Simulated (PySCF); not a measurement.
# Si₂+: from the state search to spectroscopic constants

Aim: find the lowest electronic state of Si₂+, scan its bond at several levels of theory, and get bond length, wavenumber and dissociation energy from each curve.

Method: Si def2-TZVPPD, no relativity; program: PySCF 2.14.0.

**1. The job**

Settings of the job:

```json
{"atoms": "Si, Si", "charge": "1", "basis": "Si def2-TZVPPD", "Hamiltonian": "no relativity", "basis functions": "96", "electrons treated": "27", "masses in u": "27.9769, 27.9769", "levels": "PBE0, PBE, r²SCAN, LDA, B2PLYP, TPSS, PBEsol, M06, LC-ωPBE, HF, MP2, SCS-MP2, CCSD, CCSD(T)", "grid": "80 radial by 434 angular points", "occupations": "held fixed by the projection of orbital angular momentum", "dissociation limit": "Si+ + Si, each in its ground configuration", "starting distance in angstrom": "2.330", "values of 2S to try": "1, 3"}
```

On the command line:

```
$ OMP_NUM_THREADS=2 python dia.py task.json out
```

The runs that follow: The PBE0 curve of the state that the search chose; Excited determinants; PBE; r²SCAN (meta-GGA); LDA; B2PLYP; TPSS (meta-GGA); PBEsol (GGA); M06; LC-ωPBE; UHF; Adding correlation.

Before running it: what results should come out? Wanted: for each run, Re; ωe; De.

**Answer**, as computed:

Lowest PBE0 solution found, without spin–orbit coupling: ⁴Σg⁻ (quartet), unpaired electrons σ ↑, π ↑↑. State 2 has its PBE0 minimum 0.30 eV higher, as a spin-mixed determinant (⟨S²⟩ = 1.79), so this is no gap between pure states. State 3 has its PBE0 minimum 0.36 eV higher, as a spin-mixed determinant (⟨S²⟩ = 1.77), so this is no gap between pure states. State 4 has its PBE0 minimum 0.68 eV higher. The other levels ran on the lowest alone.

| level | Re (Å) | ωe (cm⁻¹) | De (eV) |
| --- | --- | --- | --- |
| UHF | 2.256 | 501 | 2.33 |
| UHF-MP2 | 2.261 | 494 | 3.40 |
| UHF-SCS-MP2 | 2.245 | 517 | 3.11 |
| UHF-CCSD | 2.269 | 482 | 3.19 |
| UHF-CCSD(T) | 2.277 | 472 | 3.39 |
| LDA | 2.279 | 454 | 4.39 |
| PBE | 2.302 | 441 | 3.95 |
| PBEsol | 2.292 | 449 | 4.16 |
| TPSS | 2.290 | 450 | 3.78 |
| r²SCAN | 2.281 | 464 | 3.87 |
| PBE0 | 2.273 | 472 | 3.71 |
| M06 | 2.275 | 464 | 3.81 |
| LC-ωPBE | 2.233 | 517 | 3.31 |
| B2PLYP | 2.278 | 465 | 3.43 |

De is counted to Si+ + Si in their ground configurations.

Differences from CCSD(T) in the same basis:

| level | Re (mÅ) | ωe (%) |
| --- | --- | --- |
| UHF | -21 | +6.1 |
| UHF-MP2 | -16 | +4.7 |
| UHF-SCS-MP2 | -32 | +9.6 |
| UHF-CCSD | -9 | +2.2 |
| LDA | +2 | -3.8 |
| PBE | +25 | -6.6 |
| PBEsol | +15 | -4.8 |
| TPSS | +12 | -4.6 |
| r²SCAN | +4 | -1.8 |
| PBE0 | -4 | -0.1 |
| M06 | -2 | -1.7 |
| LC-ωPBE | -44 | +9.5 |
| B2PLYP | +1 | -1.4 |

**Reading.** Judged by CCSD(T) in the same basis: best bond length B2PLYP (+1 mÅ), worst LC-ωPBE (-44 mÅ); best wavenumber PBE0 (-0.1 %), worst UHF-SCS-MP2 (+9.6 %). Hartree–Fock falls on the short and stiff side, its usual fault. PBE has the long and soft bond that GGAs tend to give. Among the levels with a De in the table, it runs from 2.33 eV (UHF) to 4.39 eV (LDA).

Correlated steps freeze 10 core orbitals. B2PLYP dipoles, levels and charges come from its SCF part alone.
